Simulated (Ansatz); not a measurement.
For 1T (CdI2-type) HfS2, PBE-D4 (Ansatz, a quantum-chemistry and plane-wave program, plane waves, PAW) gives:

```
Quantity              Result
-------------------  -------
lattice parameter a  3.616 Å
lattice parameter c  5.861 Å
```

Q: What does HSE06 (plane waves, PAW; Ansatz) give for the same quantities?

A: 
- lattice constant a: 3.649 Å (goes up by 0.9 %)
- lattice parameter c: 6.679 Å (grows by 14 %)

For comparison: lattice constant a 3.635 Å (measured, temperature not stated, no zero-point or thermal correction; as tabulated in Björkman (2014), arXiv:1406.2436); lattice parameter c 5.83 Å (measured, temperature not stated, zero-point anharmonic expansion removed (computed with revB86b-DF2); no thermal correction; as tabulated in Björkman (2014), arXiv:1406.2436).

Changes are worked out from the printed values.

Unless a cell is named, each level is at its own relaxed cell (PBE-D4 22.12, HSE06 25.67 Å³/atom).

Levels without +SOC leave out spin–orbit coupling, which shifts energies and cells of such heavy elements.

Caveats: the cell comes from a level without a dispersion term, which matters for the spacing of layers, chains or molecules (HSE06). Ansatz's density-functional and Hartree–Fock values are scalar-relativistic unless marked +SOC, with PAW data made under PBE.
